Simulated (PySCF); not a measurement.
# AlP at ωB97X-V

Computed with ωB97X-V; PySCF, spin-free X2C with a Gaussian nucleus, basis sets Al x2c-TZVPPall, P x2c-TZVPPall.

For AlP, the state is ³Π (triplet), unpaired electrons σ ↑, π ↑, the bond length is 2.204 Å and the harmonic wavenumber is 471 cm⁻¹. The force constant is 1.88 mdyn/Å. The rotational constant Be is 0.2406 cm⁻¹ and the anharmonicity ωexe is 2.60 cm⁻¹. The vibration–rotation constant αe is 0.00180 cm⁻¹. The well depth De to Al + P is 221 kJ/mol. The dissociation energy D0 is 219 kJ/mol and the bond order (Mayer) is 1.90. The dipole moment (positive dipole means Al(−)P(+)) is -2.57 D.

The state was picked by a PBE0 search and need not be the measured ground state.
